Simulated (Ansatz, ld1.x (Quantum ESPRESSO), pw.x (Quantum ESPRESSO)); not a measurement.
**Rh: one change to the TM potential, in the atom and in the diamond crystal**

- Element: rhodium
- Generator: ld1.x (Quantum ESPRESSO) 7.5
- Type: norm-conserving Troullier–Martins (Kleinman–Bylander form)
- Functional: LDA (PW92)
- Relativity: scalar-relativistic
- Frozen core: [Kr]
- Valence charge: 9
- Reference configuration: 4d8 5s0.5 5p0 (charge +0.5)
- Partial waves: 5p (bound, empty): rc 2.80 bohr; 4d (bound): rc 2.00 bohr; 5s (bound): rc 2.80 bohr
- Local potential: the s channel
- Core correction: none

Change: all radii scaled by about 1.17 (s 3.28, p 3.28, d 2.34 bohr).

Cutoffs, loose and tight: the cutoffs (Ry, on a coarse ladder) from which the occupation-weighted sum of valence levels, in a spherical-Bessel basis at the reference potential, stays within 10 and 1 mRy of its value at 400 Ry. They do not see the model core or the augmentation charge, which bear on the density cutoff. Test errors are all-electron minus pseudo excitation energies from the reference, over the configurations 4d8 5s1 5p0; 4d8 5s0 5p0; 4d7 5s0 5p0; 4d7 5s2 5p0; 4d6 5s0 5p0; 4d7 5s1 5p0; 4d7 5s1 5p1 (two spin-polarised tests are not counted in the largest error); variants that change the core or the reference have their own tests.

Crystal test: diamond Rh in pw.x 7.5, no spin, 9³ k-points, Fermi–Dirac smearing 0.01 Ry, cutoffs set for each file from its atomic test. The reference is all-electron LAPW (Ansatz 0.2.0) with the same functional, mesh and smearing; V0 and B0 come from Birch–Murnaghan fits to the pressures at five volumes. Errors are pseudo minus all-electron; Δ is the rms difference of the E(V) curves that follow from these fits, minima aligned, over ±6 % about the mean V0. Mesh and smearing are coarse, so the numbers serve the comparison and aren't converged zero-temperature values; the lattice is a test structure that the element need not adopt.

All-electron: a0 = 5.395 Å (V0 = 19.63 Å³/atom), B0 = 160.3 GPa.

Problem. Does the change bring the crystal closer to the all-electron result?

Solution. The mean pressure error goes from +5.85 to -12.08 GPa, so the change moves the solid further from the all-electron pressures.

```csv
quantity,base,changed
outcome (atom),generated,generated
"cutoff, loose (atom)",50 Ry,40 Ry
"cutoff, tight (atom)",60 Ry,55 Ry
bound ghosts (atom),none,none
largest test error (meV) (atom),-468,-109 over the solved tests; 1 of 9 tests not solved or not reliable
cutoffs in pw.x (Ry),75/300,70/280
a0 (Å),5.458,–
a0 error (%),+1.16,–
B0 error (%),-4.4,–
Δ (meV/atom),23.8,–
mean pressure error (GPa),+5.85,-12.08
```

A dash: not determined, or the minimum lies outside the volumes sampled.

Base: The largest radius (2.80 bohr) exceeds half the bond length (2.21 bohr), so the spheres overlap, which is one possible source of error among others. This is a poor potential for the solid. Changed file: The largest radius (3.28 bohr) exceeds half the bond length (2.21 bohr), so the spheres overlap, which is one possible source of error among others. This is a poor potential for the solid. Atomic configuration tests: 1 of 9 tests not solved or not reliable. The atomic cutoffs weigh occupied waves only.
